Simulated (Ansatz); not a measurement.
Basis-set extrapolation for `C1=CN1` (PBE0-D4/def2-TZVP geometry, frozen core, the Gaussian-basis code of Ansatz). Multiplicity 1, RHF reference.

```
                      def2-TZVPP   def2-QZVPP
                 HF  -131.832788  -131.838996
    MP2 correlation    -0.524136    -0.558974
CCSD(T) correlation    -0.566146      not run
```

Energies in hartree. Use E(X) = E(∞) + A·exp(−7.88·√X) for Hartree–Fock and E(X) = E(∞) + B·X^(−2.97) for correlation, with X = 3 and 4, and add CCSD(T) minus MP2 of the smaller set to the MP2 limit.

Q: What is the CCSD(T) energy at the basis-set limit?

A: HF limit: -131.838996 + (-0.006208) × 0.13774 = -131.83985. MP2 limit: -0.558974 + (-0.034838) × 0.74074 = -0.58478. Higher-order term: -0.566146 − (-0.524136) = -0.04201. Total: -132.46664 hartree, 177.8 kJ/mol below CCSD(T)/def2-TZVPP.
